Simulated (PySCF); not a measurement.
## Frontier orbitals and the lowest excitations

Species: C5H11N.
Structure used (GFN2-xTB), in Å, numbered top down from 1:
```xyz
17
C5H11N angstrom
C      2.1559    0.6434    0.4339
C      1.1376    0.2787   -0.3217
C     -0.0524   -0.4938    0.1623
C     -0.1818   -1.7982   -0.6253
C     -1.3241    0.3526    0.0084
N     -1.2890    1.4728    0.9342
H      2.9925    1.1977    0.0420
H      2.1958    0.3992    1.4827
H      1.1180    0.5371   -1.3739
H      0.0723   -0.7180    1.2252
H     -1.0189   -2.3856   -0.2550
H      0.7268   -2.3877   -0.5273
H     -0.3448   -1.5901   -1.6812
H     -2.1975   -0.2558    0.2625
H     -1.4233    0.6596   -1.0481
H     -2.1075    2.0591    0.8131
H     -0.4665    2.0410    0.7573
```

Theory: TDDFT CAM-B3LYP/def2-SVPD, vertical, gas phase, core orbitals frozen in the response (PySCF 2.14.0, density-fitted response routines).

Kohn–Sham orbitals with the atoms that hold most of them (Löwdin shares over 4%, at most four atoms; ? is withheld):

```json
{"orbital": "LUMO+2", "ε (eV)": "1.97", "atoms": "C1 24%, H7 11%, H8 10%, C4 9%"}
{"orbital": "LUMO+1", "ε (eV)": "1.52", "atoms": "C4 15%, C1 12%, C2 11%, C5 11%"}
{"orbital": "LUMO", "ε (eV)": "1.38", "atoms": "C1 29%, C2 26%, C5 7%, H8 6%"}
{"orbital": "HOMO", "ε (eV)": "?", "atoms": "?"}
{"orbital": "HOMO-1", "ε (eV)": "-8.94", "atoms": "?"}
{"orbital": "HOMO-2", "ε (eV)": "-10.63", "atoms": "C3 20%, C2 20%, C1 12%, C5 10%"}
{"orbital": "HOMO-3", "ε (eV)": "-10.91", "atoms": "C3 27%, H10 15%, C4 14%, C5 12%"}
```

Q: Give the leading atoms of the HOMO-1.

A: C1 (bonded to C and 2 H) 36%; C2 (bonded to 2 C and H) 33%; C3 (bonded to 3 C and H) 5%; C5 (bonded to C, N and 2 H) 5%.

Q: Give the leading atoms of the HOMO.

A: N6 (bonded to C and 2 H) 60%; C5 (bonded to C, N and 2 H) 13%; H15 (bonded to C) 6%; H16 (bonded to N) 6%. By element: nitrogen 60%, carbon 13% or more, hydrogen 12% or more.

Q: What is the HOMO energy, and the HOMO–LUMO gap?

A: ε(HOMO) = -8.26 eV; the gap is 9.64 eV (0.3542 hartree).

Q: How does S1 compare with the orbital gap of 9.64 eV?

A: S1 is at 6.39 eV (f = 0.0073), 3.24 eV below the gap, made of HOMO→LUMO (43%), HOMO→LUMO+1 (25%), HOMO→LUMO+3 (15%). 

Next come S2 at 6.94 eV (f 0.032), HOMO→LUMO (53%), HOMO→LUMO+1 (27%); S3 at 7.45 eV (f 0.073), HOMO-1→LUMO+1 (34%), HOMO-1→LUMO (18%), HOMO-1→LUMO+2 (11%); S4 at 7.47 eV (f 0.058), HOMO→LUMO+2 (52%), HOMO→LUMO+1 (17%), HOMO→LUMO+5 (10%); S5 at 7.58 eV (f 0.287), HOMO-1→LUMO (54%), HOMO-1→LUMO+1 (19%).

Löwdin shares depend on the basis, the more so with diffuse functions.

One conformer stands for the species.
